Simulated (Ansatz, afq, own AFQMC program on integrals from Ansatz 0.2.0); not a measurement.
## C$_{2}$H$_{3}$, doublet: AFQMC among the cluster methods

```xyz
5

C    -0.0123    0.0000    0.5370
C    -0.0247    0.0000   -0.7609
H     1.1088    0.0000    0.5535
H    -0.3335    0.9129    1.0572
H    -0.3335   -0.9129    1.0572
```

Connectivity, by distances: CH3–C.

Basis cc-pVDZ. Only valence electrons are correlated. Integrals, coupled cluster, full CI and functionals: Ansatz 0.2.0; the random walks run on the same integrals in our own AFQMC program. The CISD trial takes its coefficients from CCSD amplitudes. Released means that phaseless walkers are propagated on without the constraint, phases kept. Free AFQMC starts from the CCSD state and is never constrained. Its projection time is finite, and what remains of the start isn't in its error. ± is one standard error of the sampling.

Determinant: UHF, the one that the program's search chose, which needn't be the lowest solution. The geometry is a point of a scan.

No full CI on the walks' own integrals is used here. The released AFQMC energy serves as the reference, which it does only where one determinant dominates, the energy is flat over the last release times and near the phaseless one (40 meV or 2 meV an electron, half that with transition metals). On small molecules, where full CI could be run and the noise was under 10 meV, such values lay within 10 meV of it in 19 cases of 20, a flattering rate, since the rule was set on those same cases; what remains of the bias isn't in the error bar.

Cautions: the released value is read at 1.62 1/Eh with a noise of 17 meV, more than in the cases checked, later times being too noisy (meV from the phaseless value at times in 1/Eh: -19 ± 15 at 0.24, -29 ± 13 at 0.51, -55 ± 15 at 0.99, -22 ± 17 at 1.62, -42 ± 20 at 2.40).

The T1 diagnostic is 0.0234. The weight of the determinant in the CISD state is 0.884 and the ⟨S²⟩ of the determinant is 0.790. The size of the correlated space is 11 electrons in 41 orbitals.

Reference: AFQMC with the constraint released, correlation energy -7.296 ± 0.017 eV.

| level | E − E(reference) (mEh) | share of correlation (%) |
| --- | --- | --- |
| HF | 268.13 ± 0.64 | 0.00 |
| MP2 | 43.38 ± 0.64 | 83.82 |
| CCSD | 7.70 ± 0.64 | 97.13 |
| CCSD(T) | 0.35 ± 0.64 | 99.87 |
| ph-AFQMC/HF | -2.93 ± 1.76 | 101.09 |
| ph-AFQMC/CISD | 0.83 ± 0.74 | 99.69 |
| free AFQMC | -0.95 ± 0.85 | 100.35 |

Free projections are given only where their last times agree within the noise and don't stop above the reference; a slow remainder of the start can still hide under it. A walk keeps the symmetry of its determinant, which the program's search chose and which needn't be the lowest solution, so a lower state of the same spin and another symmetry isn't excluded. Released energies are given only where the last usable release times agree within the noise; a slower fall can still hide under it.
